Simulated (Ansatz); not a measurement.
Basis-set extrapolation for CH2AlN, SMILES `[CH]1=[N][AlH]1` (PBE0-D4/def2-TZVP geometry, frozen core, the Gaussian-basis code of Ansatz). Multiplicity 1, RHF reference.

|  | cc-pV(T+d)Z | cc-pV(Q+d)Z |
| --- | --- | --- |
| HF | -335.363372 | -335.372427 |
| MP2 correlation | -0.422580 | -0.451053 |
| CCSD(T) correlation | -0.461521 | not run |

Energies in hartree. Use E(X) = E(∞) + A·exp(−5.46·√X) for Hartree–Fock and E(X) = E(∞) + B·X^(−3.05) for correlation, with X = 3 and 4, and add CCSD(T) minus MP2 of the smaller set to the MP2 limit.

**Question.** What is the CCSD(T) energy at the basis-set limit?

**Answer.** HF limit: -335.372427 + (-0.009055) × 0.30130 = -335.37516. MP2 limit: -0.451053 + (-0.028473) × 0.71189 = -0.47132. Higher-order term: -0.461521 − (-0.422580) = -0.03894. Total: -335.88542 hartree, 38.0 kcal/mol below CCSD(T)/cc-pV(T+d)Z.
